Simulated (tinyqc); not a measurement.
Worked calculation: UKS/LDA (VWN5) in the sto-3g basis, for CH2, spin multiplicity 3. One step of it, computed by the program tinyqc.

Task: Iteration 2: DIIS coefficients. Solve [B -1; -1 0][c; lambda] = [0; -1] for the coefficients, which sum to one.

B (overlaps of the stored error matrices):
$$\begin{pmatrix}
3.8115913e-02 & 3.7143573e-02 \\
3.7143573e-02 & 4.0217080e-02
\end{pmatrix}$$

Give: DIIS coefficients.

Result:

DIIS coefficients: [0.7597, 0.2403]
